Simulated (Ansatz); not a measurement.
**MgCl₂ (SMILES [Cl][Mg][Cl]): functionals against CCSD(T) at one geometry**

The task here is to estimate one member of a computed series from the others.

Method: single points in def2-TZVPP; program: Ansatz 0.2.0, Gaussian basis.

Cores are frozen in the correlated methods. The outer core shell of Li, Na, Mg and K is correlated. B3LYP uses VWN-RPA correlation.

## The starting structure

SMILES `[Cl][Mg][Cl]`, 3 atoms, charge 0, spin multiplicity 1.

Atoms are counted from 1 here; the program's logs count them from 0.

Bond lengths: Cl1–Mg2 2.101 Å, Mg2–Cl3 2.291 Å. Angles: Cl1–Mg2–Cl3 172.2°.

As a file:

```xyz
3
charge 0, multiplicity 1
Cl    0.5406    1.9736    0.4883
Mg    0.0266    0.0213   -0.0935
Cl   -0.5760   -2.1648   -0.4233
```

The first run:

Input file run/in.yaml:

```yaml
crystal:
  periodic: [false, false, false]
  atoms:
    - {symbol: Cl, position_ang: [0.540600, 1.973600, 0.488300]}
    - {symbol: Mg, position_ang: [0.026600, 0.021300, -0.093500]}
    - {symbol: Cl, position_ang: [-0.576000, -2.164800, -0.423300]}
basis:
  gaussian: {orbitals: def2-TZVPP}
correlation: {method: ccsd_t}
output: {forces: true}
```

The command line of these runs was not kept.

Steps of the session up to this table: CCSD(T)/def2-TZVPP; PBE0-D4/def2-TZVPP; wB97M-V/def2-TZVPP; r2SCAN-D4/def2-TZVPP; PBE-D4/def2-TZVPP; B3LYP-D4/def2-TZVPP; B97M-V/def2-TZVPP.

One table of the session follows, with a row left open; its other results are not shown here.

| method | RMS force component (eV/Å) | angle to CCSD(T) forces (°) | dipole (D) |
| --- | --- | --- | --- |
| CCSD(T) | 0.939 | reference | 1.08 |
| PBE0-D4 | 0.912 | 2.7 | 1.07 |
| wB97M-V | 0.919 | 1.4 | 1.08 |
| r2SCAN-D4 | ? | ? | ? |
| PBE-D4 | 0.910 | 2.3 | 1.01 |
| B3LYP-D4 | 0.913 | 0.1 | 1.04 |
| B97M-V | 0.904 | 4.5 | 1.07 |

**Question.** Estimate the row for r2SCAN-D4.

The run gave: RMS force component (eV/Å): 0.918; angle to CCSD(T) forces (°): 1.7; dipole (D): 1.07. In the column «RMS force component (eV/Å)» it lies between B3LYP-D4 (0.913) and wB97M-V (0.919).
